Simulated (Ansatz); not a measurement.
Results of B3LYP (VWN-RPA form) (plane waves, PAW; Ansatz, a program for electronic structure) for diamond-structure Si.

Run with plane-wave cutoff 520 eV, 8×8×8 k mesh, scalar-relativistic PAW data made under PBE.

Computed at the level's own relaxed cell.

Hill averages of the elastic tensor: K = 89.5 GPa, G = 70.4 GPa. Volume 20.637 Å³/atom, mean atomic mass 28.085 u.

**Question.** Work out the density, the sound velocities of a polycrystal and the elastic Debye temperature at this level.

**Answer.** ρ = 1.66054 × 28.085/20.637 = 2.260 g/cm³. v_l = √[(K + 4G/3)/ρ] = 9.008 km/s and v_t = √(G/ρ) = 5.581 km/s. The mean follows from 3/v_m³ = 1/v_l³ + 2/v_t³: v_m = 6.154 km/s. Θ_D = (ħ/k_B) v_m (6π²/V)^(1/3) = 76.38 K Å s/km × 6.154 × 1.4210 Å⁻¹ = 668 K, counting all atoms of the cell.

Measured, for comparison: Voigt–Reuss–Hill bulk modulus 99 GPa (temperature not stated, no zero-point or thermal correction, from single-crystal Cij; as tabulated in Råsander and Moram (2015), arXiv:1505.02379). Computed less measured: Voigt–Reuss–Hill bulk modulus -10 %.
